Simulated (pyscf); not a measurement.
A first-order saddle from PySCF, ωB97X-D3(BJ)/def2-SVP:

```
Si
F 1 1.6292
F 1 1.8898 2 93.70
H 3 1.1599 1 77.07 2 -91.26
F 4 1.1597 3 136.37 1 -2.79
```
Charge 0, spin multiplicity 1.

Surface: singlet, charge 0. Lowest wavenumbers (cm⁻¹): 627i, 227, 283, 530, 680.

Name the species on either side of this saddle.

HF + F–Si:–F [singlet] ⇌ F–Si:–F [singlet] + HF, a four-centre exchange read from left to right: F–H, F–Si broken and F–Si, F–H formed. At CCSD(T)/def2-TZVPP + ΔMP2(QZVPP) it lies +47.2 kJ/mol from the left side and +47.2 kJ/mol from the right (each side as separated species at their lowest minima found). On the reactant side the descent ends in a complex, 19.0 kJ/mol under the separated species and 52.2 kJ/mol under the saddle at ωB97X-D3(BJ)/def2-TZVP. On the product side the descent ends in a complex, 19.0 kJ/mol under the separated species and 52.2 kJ/mol under the saddle at ωB97X-D3(BJ)/def2-TZVP. At ωB97X-D3(BJ) the barrier from the zero used here is 33.2 kJ/mol. This is the saddle that the search found; another between the same sides may lie lower. The CCSD(T) − MP2 part came from Ansatz, without density fitting, on the same reference.
